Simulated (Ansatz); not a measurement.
# HLiN: the cost of one run

All numbers below are computed with Ansatz 0.2.0 (RKS PBE-D4/def2-TZVP).

## (1) The system as given

Bond lengths: Li1–N2 1.618 Å, N2–H3 1.042 Å. Angles: Li1–N2–H3 154.2°.

Coordinates:

```xyz
3

Li   -1.0866    0.7168   -0.5130
N     0.2343    0.0422    0.1328
H     0.8523   -0.7589    0.3802
```

## (2) Relaxing the start

The input, input.yaml:

```yaml
crystal:
  periodic: [false, false, false]
  atoms:
    - { symbol: Li, position_ang: [-1.0866, 0.71676, -0.51298] }
    - { symbol: "N", position_ang: [0.23427, 0.04216, 0.13277] }
    - { symbol: H, position_ang: [0.85233, -0.75892, 0.3802] }
total_charge: -1
basis:
  gaussian: { orbitals: def2-TZVP }
hamiltonian:
  xc: pbe
  dispersion: d4
relax:
  f_tol: 0.02
  max_steps: 40
scf:
  lower_state_search: "off"
```

Started as:

```bash
ansatz run input.yaml --threads 1 --pin off --max-ram 2048MiB --backend cpu --events-out ev --progress --plain --runs-dir out
```

**Question.** How long does this run take on 1 thread of Arm Neoverse N1, shared host, and how much memory does it need?

About 3.3 s, with a peak of 0.093 GiB.
